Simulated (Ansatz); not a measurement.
Bond stretch in FLi, singlet.

Method: Ansatz (a quantum-chemistry and plane-wave program) with full CI/cc-pVDZ, frozen core.

Task: Relative to R = 1.60 Å, what are the energies at R = 1.94, 3.28, 4.06, 4.62 Å?

Result: 22.8 mEh at 1.94 Å, 150.4 mEh at 3.28 Å, 187.4 mEh at 4.06 Å, 193.9 mEh at 4.62 Å.

The scan ran from 1.34 to 6.28 Å; beyond the distances shown full CI changes its symmetry label.
